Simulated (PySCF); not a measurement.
1-ethenyl-1-methylcyclopropane, C6H10.
Z-matrix (Å and degrees, GFN2-xTB geometry), rows numbered from 1:
```
C 
C   1  1.3234
C   2  1.4801  1  126.32
C   3  1.5137  2  114.04  1  -179.71
C   3  1.5096  2  118.98  1   -34.17
C   5  1.4934  3   60.36  2   108.35
H   1  1.0773  2  122.67  3    -0.01
H   1  1.0763  2  121.46  3   179.99
H   2  1.0828  1  119.19  3  -179.98
H   4  1.0874  3  110.78  2  -179.93
H   4  1.0893  3  110.48  2   -59.90
H   4  1.0894  3  110.44  2    60.05
H   5  1.0792  3  118.00  6  -108.70
H   5  1.0798  3  117.77  6   108.59
H   6  1.0791  3  118.00  5   108.65
H   6  1.0799  3  117.77  5  -108.62
```

The closed-shell SCF was solved with PySCF and density fitting under several settings on one GFN2-xTB geometry (grid level 2 and gas phase unless stated).

```tsv
settings	basis functions	SCF cycles	E (Eh)	HOMO (eV)	LUMO (eV)	dipole (D)
PBE0/pcSseg-1	152	13	-234.2838	-6.82	0.29	0.48
PBE0/def2-SVPD	200	13	-234.1600	-6.84	0.19	0.49
B97-D/def2-SVPD	200	14	-234.2627	-5.67	-0.69	0.51
PBE0/aug-cc-pVDZ, level shift 0.1 Eh	228	9	-234.3382	-6.80	0.06	0.52
HSE06/def2-SVPD, fitting basis def2-qzvpp-jkfit, level shift 0.2 Eh	200	10	-234.1788	-6.44	-0.20	0.49
OLYP/def2-SVP, start guess vsap, energy threshold 1e-11 Eh	134	15	-234.3318	-5.47	-0.37	0.46
```

Task: Estimate the rows for these settings: (1) BLYP/STO-3G; (2) PBE0/3-21G, grid level 3.

Result: 
| settings | basis functions | SCF cycles | E (Eh) | HOMO (eV) | LUMO (eV) | dipole (D) |
| --- | --- | --- | --- | --- | --- | --- |
| BLYP/STO-3G | 40 | 12 | -231.5898 | -3.82 | 2.35 | 0.39 |
| PBE0/3-21G, grid level 3 | 74 | 13 | -233.0291 | -6.62 | 0.84 | 0.42 |

Task: Over all rows, what range does the HOMO–LUMO gap span?

Result: From 4.98 eV (B97-D/def2-SVPD) to 7.46 eV (PBE0/3-21G, grid level 3). The functional of the narrowest has no exact exchange, that of the widest 25 % exact exchange.

Task: And the dipole moment?

Result: From 0.39 D (BLYP/STO-3G) to 0.52 D (PBE0/aug-cc-pVDZ, level shift 0.1 Eh); the largest is 1.33 times the smallest, and the median is 0.48 D.

Task: Compare two rows with the functional PBE0: PBE0/aug-cc-pVDZ, level shift 0.1 Eh and PBE0/def2-SVPD. Which energy is lower, and by how much?

Result: PBE0/aug-cc-pVDZ, level shift 0.1 Eh (228 functions) lies 0.1782 Eh or 112 kcal/mol below PBE0/def2-SVPD (200 functions).

B97-D ran without the empirical dispersion term, which would shift the total energy alone. Cycle counts include a coarse-grid stage where the run had one.

One conformer stands for the species.
